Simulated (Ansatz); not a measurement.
Species, as SMILES: P (PH3).
Atoms: P1, H2, H3, H4. Bonds: P1-H2, P1-H3, P1-H4.

Basis-set convergence of the optimised P1-H2 bond length at PBE with Ansatz (a first-principles code). Cartesian d functions, on some or all atoms, in 6-31+G*, 6-31G**, 6-311+G**; all else is spherical. The program fits the integrals of some runs and decomposes those of others, by size. No added dispersion term, no relativity. Reference: the value in aug-cc-pV(Q+d)Z, 1.4294 Å, itself unsure by roughly 0.0008 Å (its mean distance from def2-QZVPPD, pcseg-3, def2-QZVPP). Deviations are taken from unrounded values.

```
basis            functions  optimised P1-H2 bond length (Å)  minus reference (Å)
---------------  ---------  -------------------------------  -------------------
def2-SV(P)              24                           1.4458               0.0164
6-31+G*                 29                           1.4360               0.0066
pcseg-1                 33                           1.4411               0.0117
6-31G**                 34                           1.4357               0.0063
6-311+G**               49                           1.4358               0.0064
def2-TZVP               55                           1.4312               0.0018
jun-cc-pV(T+d)Z         90                           1.4304               0.0010
aug-cc-pV(T+d)Z        124                           1.4304               0.0010
cc-pV(Q+d)Z            154                           1.4295               0.0001
```
